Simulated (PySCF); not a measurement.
## Reproducing measurements on isocyanato radical

**The experiment to reproduce.**

NIST CCCBDB Release 22 (SRD 101), experimental dipoles lists, for the gas: dipole moment 0.64 D.

The results are set against them at the end.

Isocyanato radical, CNO (doublet state).
SMILES with atom numbers: `[N:1]=[C:2]=[O:3]`

Structure used (PBE0-D3(BJ)/def2-SVP), in Å, numbered top down from 1:
```
atom  x, y, z in Å
N1     1.2138    0.1795   -0.0125
C2    -0.0091    0.1007   -0.0083
O3    -1.1817    0.0251   -0.0043
```

Runs made with PySCF (gas phase, on this PBE0-D3(BJ)/def2-SVP geometry; no spin–orbit coupling):

| level | job | basis functions | wall time |
| --- | --- | --- | --- |
| PBE0-D3(BJ)/def2-SVP, grid level 1 | geometry optimisation from a GFN2-xTB start | 42 | 3.3 s |

Hardware: one thread, x86-64 server, on a shared host.

## Comparison

**Dipole moment.** Measured: 0.64 D (NIST CCCBDB Release 22 (SRD 101), experimental dipoles).

```json
{"level": "PBE0-D3(BJ)/def2-SVP", "computed (D)": "0.75", "computed − measured (D)": "+0.11", "% (from the printed values)": "+17"}
```

The computed dipoles belong to one fixed geometry; measured ones are averaged over vibrations unless marked μe. Magnitudes are compared, not signs.

No measured geometry was used, and the causes of the misses weren't examined.
